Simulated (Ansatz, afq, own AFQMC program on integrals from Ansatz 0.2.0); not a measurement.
Atomization energy of AlC, quartet, worked out

```yaml
atoms:
  - { symbol: Al, position_ang: [0.0000, 0.0000, 0.0000] }
  - { symbol: C, position_ang: [0.0000, 0.0000, 1.9668] }
```

Basis cc-pVDZ. Only valence electrons are correlated. Integrals, coupled cluster, full CI and functionals: Ansatz 0.2.0; the random walks run on the same integrals in our own AFQMC program. The CISD trial takes its coefficients from CCSD amplitudes. Released means that phaseless walkers are propagated on without the constraint, phases kept. ± is one standard error of the sampling.

Total energies in eV. CBS is CCSD(T) at the limit of def2-TZVPP/QZVPP (extrapolated itself); the highest rung of each member is named.

Cautions: AlC (quartet): lower spins were not checked, raised T1 diagnostic (T1 0.044, weight of the determinant 0.87, largest double 0.09).

```csv
member,count,CCSD(T)/cc-pVDZ,highest rung in cc-pVDZ,which,CCSD(T)/CBS
Al (doublet),+1,-6583.0131,-6583.0229,FCI,-6583.4221
C (triplet),+1,-1027.5122,-1027.5214,FCI,-1028.3149
"AlC, quartet",-1,-7613.5165,-7613.5661,FCI,-7615.1503
```

Work out the best estimate of the atomization energy: the CCSD(T)/CBS difference plus the step from CCSD(T) to the highest rung.

Sums with the counts: CCSD(T)/CBS 3.4133 eV, highest rung 3.0218 eV, CCSD(T)/cc-pVDZ 2.9912 eV. The step is 3.0218 − 2.9912 = 0.0306 eV, so the best estimate is 3.4133 + (0.0306) = 3.4439 eV = 79.4 kcal/mol. The basis set is worth 0.422 eV of it. Zero-point, core-correlation and spin–orbit terms aren't in it. Past Ne the Hartree–Fock part of each CBS total tends to overshoot, since the cores don't follow the formula; that largely cancels in the difference.

Best estimates are given only where the step beyond CCSD(T) is under 0.3 eV and no member's determinant is very poor (T1 over 0.05, or 0.07 for open shells, ⟨S²⟩ too high by 0.3, two states mixed), so the hardest cases are missing from such tables.

Each member of a difference takes its own highest rung, so a best estimate needn't equal the limit plus the step of one row.
